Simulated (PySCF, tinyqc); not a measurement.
Worked calculation: CIS on RHF in the sto-6g basis, frozen core, for LiH, spin multiplicity 1. The lowest restricted solution is unstable here: a spin-polarised one lies 0.0129 hartree lower (PySCF). One step of it, computed by the program tinyqc.

Question. CIS matrix, singlets. A(ia,jb) = (e_a - e_i) d_ij d_ab + 2 (ia|jb) - (ij|ab).

orbital energies (hartree): MO1 -2.411640, MO2 -0.222391, MO3 0.067857, MO4 0.156594, MO5 0.156594, MO6 0.349446

Two-electron integrals over orbitals (pq|rs), unique and non-zero (hartree); the lowest 1 orbital is frozen and left out:
```
(22|22) 0.442363    (32|22) -0.062685   (32|32) 0.024734    (33|22) 0.210266
(33|32) 0.016463    (33|33) 0.325217    (42|42) 0.020440    (43|42) 0.020694
(43|43) 0.041691    (44|22) 0.236817    (44|32) 0.017158    (44|33) 0.278852
(44|44) 0.313125    (52|52) 0.020440    (53|52) 0.020694    (53|53) 0.041691
(54|54) 0.016875    (55|22) 0.236817    (55|32) 0.017158    (55|33) 0.278852
(55|44) 0.279374    (55|55) 0.313125    (62|22) 0.107023    (62|32) -0.048649
(62|33) -0.019115   (62|44) -0.041844   (62|55) -0.041844   (62|62) 0.133627
(63|22) -0.060882   (63|32) 0.020320    (63|33) 0.037199    (63|44) 0.010007
(63|55) 0.010007    (63|62) -0.041493   (63|63) 0.033435    (64|42) -0.017753
(64|43) -0.011333   (64|64) 0.018878    (65|52) -0.017753   (65|53) -0.011333
(65|65) 0.018878    (66|22) 0.410794    (66|32) -0.048666   (66|33) 0.238365
(66|44) 0.255750    (66|55) 0.255750    (66|62) 0.085941    (66|63) -0.045926
(66|66) 0.403287
```

Give: CIS matrix A, singlet.

Answer.

CIS matrix A, singlet (hartree), lower triangle:
```
         2>3     2>4     2>5     2>6
2>3   0.1294
2>4   0.0000  0.1830
2>5   0.0000  0.0000  0.1830
2>6  -0.0364  0.0000  0.0000  0.4283
```
